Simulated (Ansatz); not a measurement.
System: CH$_{3}$Cl, charge 1, doublet. CH3Cl+ (parent SMILES CCl, doublet).
B3LYP-D3(BJ)/def2-TZVP minimum from Ansatz (a program for electronic structure):
```
C
H 1 1.0908
H 1 1.0908 2 118.23
H 1 1.1215 2 107.66 3 -122.15
Cl 1 1.7415 2 109.76 4 -110.94
```
Charge +1, spin multiplicity 2.

Total energies in cc-pV(D+d)Z, 13 correlated electrons, 6 frozen orbitals. UHF or UKS for unpaired electrons; spin-orbit terms are left out. Correlated methods leave the cores frozen. No relativity.

| method | program | energy (Eh) | minus CCSDT(Q) (mEh) |
|---|---|---|---|
| HF | Ansatz | -498.73897 | 306.31 |
| MP2 | Ansatz | -498.99910 | 46.17 |
| CCSD | Ansatz | -499.03609 | 9.18 |
| CCSD(T) | Ansatz | -499.04387 | 1.41 |
| CCSDT(Q) | Ansatz | -499.04527 | 0.00 |
